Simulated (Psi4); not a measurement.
**AlH3Cl− (SMILES [AlH3-][Cl]): CAM-B3LYP/cc-pVTZ**

Aim: the vertical ionisation energy of AlH3Cl− at CAM-B3LYP/cc-pVTZ, from 2 runs. 

Program for the calculation: Psi4 1.11.

## (1) The molecule

AlH3Cl−: 5 atoms, total charge -1, spin state singlet. SMILES: `[AlH3-][Cl]`. The shape comes from GFN2-xTB, which is rough for such elements, and wasn't checked as a minimum.

Bond lengths: Al1–Cl2 2.098 Å, Al1–H3 1.609 Å, Al1–H4 1.608 Å, Al1–H5 1.608 Å. Angles: Cl2–Al1–H3 107.0°, Cl2–Al1–H4 107.0°, Cl2–Al1–H5 107.1°, H3–Al1–H4 111.8°, H3–Al1–H5 111.7°, H4–Al1–H5 111.8°.

## (2) Energy and gradient at CAM-B3LYP/cc-pVTZ

File job.inp:

```
memory 1600 MB

molecule system {
  -1 1
  Al     0.109160    -0.000440    -0.082500
  Cl    -1.562720    -0.002110     1.184250
  H      0.226090     1.478490    -0.704190
  H     -0.160190    -1.106410    -1.218300
  H      1.387660    -0.369540     0.820730
  units angstrom
  symmetry c1
  no_reorient
  no_com
}

set reference rks
set puream true
set e_convergence 1e-09
set d_convergence 1e-08
set scf_type pk
set dft_radial_points 99
set dft_spherical_points 590

e_tot, wfn = gradient("cam-b3lyp/cc-pVTZ", return_wfn=True)
oeprop(wfn, "QUADRUPOLE", "LOWDIN_CHARGES", "DIPOLE", title="CAM-B3LYP")
print_variables()
```

Started as:

```console
psi4 job.inp job.out -n 1
```

job.out, shortened:

```text
[...]
  Running in c1 symmetry.
[...]
  Nuclear repulsion =   78.196689782907086
[...]
  Multiplicity = 1
[...]
  Nalpha       = 17
  Nbeta        = 17
[...]
    Number of basis functions: 110
[...]
   @RKS iter   1:  -704.51452523201840   -4.94443e-01   3.24854e-03 ADIIS/DIIS
[...]
   @RKS iter   9:  -704.58680353078330   -7.52607e-11   5.70106e-09 DIIS
[...]
    Orbital Energies [Eh]
    ---------------------
    Doubly Occupied:
       1A   -101.397835     2A    -55.888939     3A     -9.308217
       4A     -7.067665     5A     -7.065287     6A     -7.065285
       7A     -3.977885     8A     -2.532606     9A     -2.529346
      10A     -2.529340    11A     -0.683877    12A     -0.302743
      13A     -0.204627    14A     -0.204596    15A     -0.204175
      16A     -0.137565    17A     -0.137435
[...]
  @RKS Final Energy:  -704.58680353078330
   => Energetics <=
    Nuclear Repulsion Energy =             78.1966897829070859
    One-Electron Energy =               -1137.7682071575100053
    Two-Electron Energy =                 391.6424046655251914
    DFT Exchange-Correlation Energy =     -36.6576908217054651
    Empirical Dispersion Energy =           0.0000000000000000
    VV10 Nonlocal Energy =                  0.0000000000000000
    Total Energy =                       -704.5868035307832997
[...]
  -Total Gradient:
     Atom            X                  Y                   Z
    ------   -----------------  -----------------  -----------------
       1       -0.022905484709    -0.000193712437     0.017379607487
       2        0.030431501329     0.000062699148    -0.023119456577
       3       -0.001900043558    -0.003490571946     0.002726564029
       4       -0.000993735339     0.002693107809     0.003975396504
       5       -0.004634548141     0.000928505906    -0.000960371556
[...]
 Multipole Moments:
 ------------------------------------------------------------------------------------
     Multipole            Electronic (a.u.)      Nuclear  (a.u.)        Total (a.u.)
 ------------------------------------------------------------------------------------
 L = 1.  Multiply by 2.5417464519 to convert [e a0] to [Debye]
 Dipole X            :         45.2677270          -44.7744149            0.4933120
 Dipole Y            :          0.0730868           -0.0737938           -0.0007070
 Dipole Z            :        -34.3091054           33.9356829           -0.3734225
 Magnitude           :                                                    0.6187097
 L = 2.  Multiply by 1.3450342976 to convert [e a0^2] to [Debye ang]
 Quadrupole XX       :       -184.9469826          155.9586827          -28.9882999
 Quadrupole XY       :         -0.1974081            0.1933450           -0.0040631
[...]
```

It took 85 s on 1 thread of Intel Xeon Platinum 8488C (Sapphire Rapids), shared host; peak memory 0.88 GiB.

## (3) Doublet neutral AlH3Cl: the energy at UCAM-B3LYP/cc-pVTZ

File alclh3.xyz:

```xyz
5
AlClH3
Al     0.109160    -0.000440    -0.082500
Cl    -1.562720    -0.002110     1.184250
H      0.226090     1.478490    -0.704190
H     -0.160190    -1.106410    -1.218300
H      1.387660    -0.369540     0.820730
```

File job.py:

```python
import psi4

psi4.set_memory('1600 MB')
psi4.set_num_threads(1)
psi4.core.set_output_file('alclh3.out', False)

with open('alclh3.xyz') as f:
    atoms = ''.join(f.readlines()[2:])
mol = psi4.geometry('0 2\n' + atoms + 'symmetry c1\nno_reorient\nno_com')

psi4.set_options({
    'basis': 'cc-pVTZ',
    'reference': 'uks',
    'puream': True,
    'e_convergence': 1e-09,
    'd_convergence': 1e-08,
    'scf_type': 'pk',
    'dft_radial_points': 99,
    'dft_spherical_points': 590,
    'maxiter': 200,
})

e_tot, wfn = psi4.energy("CAM-B3LYP", return_wfn=True)
psi4.oeprop(wfn, "QUADRUPOLE", "MAYER_INDICES", "MULLIKEN_CHARGES")
print(f'CAM-B3LYP energy: {e_tot:.10f} Eh')
```

Started as:

```console
python job.py
```

alclh3.out, shortened:

```text
[...]
  Running in c1 symmetry.
[...]
  Nuclear repulsion =   78.196689782907086
[...]
  Multiplicity = 2
[...]
  Nalpha       = 17
  Nbeta        = 16
[...]
    Number of basis functions: 110
[...]
   @UKS iter   1:  -704.38209004407952   -3.62008e-01   2.28826e-03 ADIIS/DIIS
[...]
   @UKS iter  25:  -704.41150546938889   -2.78533e-11   6.55452e-09 DIIS
[...]
   @S^2 Observed:                7.640085183E-01
[...]
  @UKS Final Energy:  -704.41150546938889
   => Energetics <=
    Nuclear Repulsion Energy =             78.1966897829070859
    One-Electron Energy =               -1129.9714088427624574
    Two-Electron Energy =                 383.8410285525255290
    DFT Exchange-Correlation Energy =     -36.4778149620589716
    Empirical Dispersion Energy =           0.0000000000000000
    VV10 Nonlocal Energy =                  0.0000000000000000
    Total Energy =                       -704.4115054693888851
[...]
 Multipole Moments:
 ------------------------------------------------------------------------------------
     Multipole            Electronic (a.u.)      Nuclear  (a.u.)        Total (a.u.)
 ------------------------------------------------------------------------------------
 L = 1.  Multiply by 2.5417464519 to convert [e a0] to [Debye]
 Dipole X            :         45.0766536          -44.7744149            0.3022387
 Dipole Y            :          0.5651454           -0.0737938            0.4913516
 Dipole Z            :        -34.3356803           33.9356829           -0.3999975
 Magnitude           :                                                    0.7019776
 L = 2.  Multiply by 1.3450342976 to convert [e a0^2] to [Debye ang]
 Quadrupole XX       :       -178.2007026          155.9586827          -22.2420199
 Quadrupole XY       :         -0.0720093            0.1933450            0.1213357
[...]
  Mulliken Charges: (a.u.)
   Center  Symbol    Alpha    Beta     Spin     Total
       1    AL     6.38435  6.36334  0.02101  0.25231
       2    CL     8.68187  8.45667  0.22520 -0.13854
       3     H     0.70721  0.23579  0.47141  0.05700
       4     H     0.61271  0.47326  0.13945 -0.08597
       5     H     0.61386  0.47094  0.14292 -0.08480
   Total alpha = 17.00000, Total beta = 16.00000, Total charge =  0.00000
  Mayer Bond Indices:
  Total Bond Index:
[...]
```

On the terminal:

```text
CAM-B3LYP energy: -704.4115054694 Eh
```

Wall time 72 s (1 thread of Intel Xeon Platinum 8488C (Sapphire Rapids), shared host); peak memory 0.87 GiB.

## (4) What came out

Level: CAM-B3LYP/cc-pVTZ.

```
                                                              quantity          value
                                         singlet AlH3Cl−: total energy  -704.58680 Eh
                                          singlet AlH3Cl−: HOMO energy       -3.74 eV
                                          singlet AlH3Cl−: LUMO energy        6.20 eV
singlet AlH3Cl−: HOMO–LUMO gap (to an unbound level, set by the basis)        9.94 eV
                             singlet AlH3Cl−: largest force on an atom     1.965 eV/Å
                                  doublet neutral AlH3Cl: total energy  -704.41151 Eh
                                 doublet neutral AlH3Cl: dipole moment         1.78 D
            doublet neutral AlH3Cl: HOMO energy (highest over α and β)       -9.30 eV
             doublet neutral AlH3Cl: LUMO energy (lowest over α and β)       -5.80 eV
                                          doublet neutral AlH3Cl: ⟨S²⟩          0.764
                   vertical detachment energy (to the doublet neutral)       4.770 eV
```

In words: Removing an electron at fixed nuclei costs 4.77 eV (110 kcal/mol). The largest force (singlet AlH3Cl−) is 1.97 eV/Å: the shape isn't a stationary point for this species at this level. The negative HOMO energy of the first species, 3.74 eV, lies 1.03 eV below that difference. Mulliken charges (doublet neutral AlH3Cl) run from -0.14 on Cl2 to +0.25 on Al1; they depend strongly on the basis.
